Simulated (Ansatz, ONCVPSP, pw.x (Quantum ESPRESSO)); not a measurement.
# carbon (C): does the ONCV potential hold in the solid?

carbon, optimised norm-conserving Vanderbilt (ONCV), made with ONCVPSP 4.0.1 (PBEsol, scalar-relativistic). Core [He], reference 2s2 2p2. Waves: 2s: rc 0.95 bohr, ncon 4, nbas 7, qcut 8.3 1/bohr, local; 2p: rc 2.05 bohr, ncon 4, nbas 7, qcut 8.3 1/bohr, 2 projectors, debl 2 Ha; d scattering state at 0.05 Ha: rc 2.20 bohr, ncon 4, nbas 8, qcut 5.2 1/bohr, 2 projectors, debl 1.4 Ha. Local part: the s channel. Core correction: none.

Crystal test: bcc C in pw.x 7.5, no spin, 18³ k-points, Fermi–Dirac smearing 0.01 Ry, cutoffs 65/260 Ry. The lattice is a test structure that the element need not adopt, and mesh and smearing are coarse.

pw.x input:

```
&control
  calculation='scf', prefix='x', pseudo_dir='./', outdir='./tmp', tstress=.true., disk_io='none'
/
&system
  ibrav=0, nat=1, ntyp=1, ecutwfc=65, ecutrho=260, nbnd=9,
  occupations='smearing', smearing='fd', degauss=0.01
/
&electrons
  conv_thr=1e-09, mixing_beta=0.4, electron_maxstep=70
/
ATOMIC_SPECIES
C 1.0 C.UPF
CELL_PARAMETERS angstrom
  -1.16434459 1.16434459 1.16434459
  1.16434459 -1.16434459 1.16434459
  1.16434459 1.16434459 -1.16434459
ATOMIC_POSITIONS crystal
C 0.0000 0.0000 0.0000
K_POINTS automatic
18 18 18 0 0 0
```

```bash
pw.x < C.scf.in > C.scf.out
```

**Question.** How does the run end?

**Answer.** It converges; the pressure is 3.07 GPa against 4.37 GPa from all-electron LAPW. The largest radius (2.20 bohr) exceeds half the bond length (1.91 bohr), so the spheres overlap, which is one possible source of error among others. The log shows:

```
Message from routine setup:
     using ibrav=0 with symmetry is DISCOURAGED, use correct ibrav instead
     lattice parameter (alat)  =       3.8110  a.u.
     unit-cell volume          =      42.6090 (a.u.)^3
     number of electrons       =         4.00
     number of Kohn-Sham states=            9
     kinetic-energy cutoff     =      65.0000  Ry
     charge density cutoff     =     260.0000  Ry
     scf convergence threshold =      1.0E-09
     Exchange-correlation= PBESOL
     number of k points=   195  Fermi-Dirac smearing, width (Ry)=  0.0100
     iteration #  1     ecut=    65.00 Ry     beta= 0.40
     total energy              =     -11.04999002 Ry
     estimated scf accuracy    <       0.00067003 Ry
     iteration #  2     ecut=    65.00 Ry     beta= 0.40
     total energy              =     -11.05004466 Ry
     estimated scf accuracy    <       0.00023511 Ry
     iteration #  3     ecut=    65.00 Ry     beta= 0.40
     total energy              =     -11.05004945 Ry
     estimated scf accuracy    <       0.00000170 Ry
     iteration #  4     ecut=    65.00 Ry     beta= 0.40
     total energy              =     -11.05004954 Ry
     estimated scf accuracy    <          2.2E-09 Ry
     iteration #  5     ecut=    65.00 Ry     beta= 0.40
     the Fermi energy is    12.5823 ev
!    total energy              =     -11.05004954 Ry
     estimated scf accuracy    <          8.7E-11 Ry
     smearing contrib. (-TS)   =      -0.00153071 Ry
     The total energy is F=E-TS. E is the sum of the following terms:
     one-electron contribution =       5.15781789 Ry
     hartree contribution      =       0.28646512 Ry
     xc contribution           =      -3.26098423 Ry
     ewald contribution        =     -13.23181761 Ry
     convergence has been achieved in   5 iterations
          total   stress  (Ry/bohr**3)                   (kbar)     P=       30.74
     Message from routine punch:
     Nothing written, as per user request (disk_io='none')
```
